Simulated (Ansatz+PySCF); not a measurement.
A calculation with Ansatz (development build ahead of 0.2.0).

```yaml
crystal:
  periodic: [false, false, false]
  atoms:
    - { symbol: B, position_ang: [0.0, 0.0, 0.0] }
    - { symbol: S, position_ang: [1.0853, 1.44707, 3.133] }
basis:
  gaussian: { orbitals: STO-3G }
magnetization:
  initial_magnetization: 1
hamiltonian:
  xc: hf
correlation:
  method: fci
  frozen_orbitals: { B: 1, S: 5 }
```

The input is written out in the form of the current development build from the run's settings.

The run gave:

* Converged: yes
* Total energy: -417.32140 hartree
* State: lowest doublet root, of any spatial symmetry
